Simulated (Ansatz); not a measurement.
**An input for doublet [SiH3]2+**

[SiH3]2+ has 4 atoms, charge +2, and is taken as a doublet. SMILES of the parent species: `[SiH3+]`. The coordinates come from a PBE0-D4/def2-TZVP relaxation. That shape belongs to the parent species and isn't relaxed for this state.

```csv
atom,x (Å),y (Å),z (Å)
Si,0.0000,0.0000,0.0000
H,0.6869,0.6754,1.1130
H,-0.1184,-1.4672,-0.0099
H,-0.5685,0.7917,-1.1031
```

Settings wanted:

```yaml
basis_set: 6-31G*
task: energy
method: CCSDT
dispersion: none
reference: UHF
accuracy: high
frozen_core_orbitals: 5
d_and_f_functions: spherical
```

Write the Ansatz 0.2.0 input and the command.

This one ran through:

input.yaml:
```yaml
crystal:
  periodic: [false, false, false]
  atoms:
    - {symbol: Si, position_ang: [-0.000000, -0.000000, 0.000000]}
    - {symbol: H, position_ang: [0.686900, 0.675400, 1.113000]}
    - {symbol: H, position_ang: [-0.118400, -1.467200, -0.009900]}
    - {symbol: H, position_ang: [-0.568500, 0.791700, -1.103100]}
basis:
  gaussian: {orbitals: 6-31G_st_-spherical.json}
total_charge: 2
magnetization: {spin_polarized: true, initial_magnetization: 1}
correlation: {method: ccsdt, frozen_orbitals: {H: 0, Si: 5}}
accuracy: high
scf: {omitted_lower_state_checks: [cluster_reference, increment]}
```

```bash
$ ansatz run input.yaml --threads 1 --pin off --max-ram 2610MiB --events-out events.jsonl --progress --plain --runs-dir runs
```

(Basis files named in the input come from the Basis Set Exchange and aren't shown.)

Calculated total energy: -289.65733 Eh.
